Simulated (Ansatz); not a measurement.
System: zinc-blende HgSe. Method: HSE06-D3(BJ) (Ansatz, a program for electronic structure, PAW).

Numerical settings: plane-wave cutoff 460 eV, 8×8×8 k mesh, Fermi–Dirac smearing 0.01 eV, scalar-relativistic PAW data made under PBE.

Computed points:

| V (Å³/atom) | E − E_lowest (meV/atom) | P (GPa) |
|---|---|---|
| 26.659 | 16.30 | 3.66 |
| 27.361 | 4.39 | 1.81 |
| 28.063 | 0.00 | 0.22 |
| 28.984 | 3.97 | -1.56 |
| 29.466 | 9.84 | -2.35 |

Q: What bulk modulus B0 and pressure derivative B′ does a third-order Birch–Murnaghan fit give?

A: V0 = 28.170 Å³/atom, B0 = 58.2 GPa, B′ = 4.8 (fit to the energies at full precision).

Measured, for comparison: bulk modulus 50 GPa (temperature not stated, no zero-point or thermal correction, our sources range from 48.5 to 51.6; as tabulated in Toher et al. (2017), arXiv:1611.05714); equilibrium volume per atom 28.16 Å³/atom (293 K, no zero-point or thermal correction; as tabulated in Cardona et al. (2009), arXiv:0908.2634). Computed (rounded) less measured: bulk modulus +16 % (+13 % to +20 % over the range), equilibrium volume per atom 0.0 %.

Spin–orbit coupling is not included; it can open a gap where bands touch, and shift volumes and moduli.

The computed numbers hold no vibrational or temperature effects.
